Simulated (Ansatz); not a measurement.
C2H2OS. Charge 0, multiplicity 1. The bonds changed during the relaxation, so this is another structure than the one it started from. All single points use the PBE0-D4/def2-TZVP geometry. It is one conformer, not always the lowest.

```xyz
6

S    -0.494    0.206    1.603
C     0.098    0.063   -0.006
C     1.203   -0.425   -0.660
O    -0.360    0.542   -1.071
H    -1.506    1.020    1.253
H     1.060   -1.406   -1.120
```

Problem. What is the dipole moment at r2SCAN/def2-TZVPP? (Best estimate.)

Solution. Ansatz gave: 2.69 D, with components (-1.60, -0.83, 2.00) D in this frame, pointing from negative to positive charge.

Problem. And with PBE, B3LYP, ωB97M-V? (Estimate.)

Solution. Ansatz gave: PBE 2.62 D, B3LYP 2.80 D, ωB97M-V 2.86 D.

Problem. Give the Mulliken charges with r2SCAN, ωB97M-V, B3LYP in def2-TZVPP. (Estimate.)

Solution. Computed: 
```json
{"atom": "S1", "r2SCAN": "-0.03", "ωB97M-V": "-0.02", "B3LYP": "-0.03"}
{"atom": "C2", "r2SCAN": "0.31", "ωB97M-V": "0.27", "B3LYP": "0.29"}
{"atom": "C3", "r2SCAN": "-0.22", "ωB97M-V": "-0.24", "B3LYP": "-0.24"}
{"atom": "O4", "r2SCAN": "-0.29", "ωB97M-V": "-0.30", "B3LYP": "-0.29"}
{"atom": "H5", "r2SCAN": "0.12", "ωB97M-V": "0.13", "B3LYP": "0.12"}
{"atom": "H6", "r2SCAN": "0.11", "ωB97M-V": "0.15", "B3LYP": "0.15"}
```

B3LYP here is the variant with VWN-RPA as its local correlation; programs differ in this.
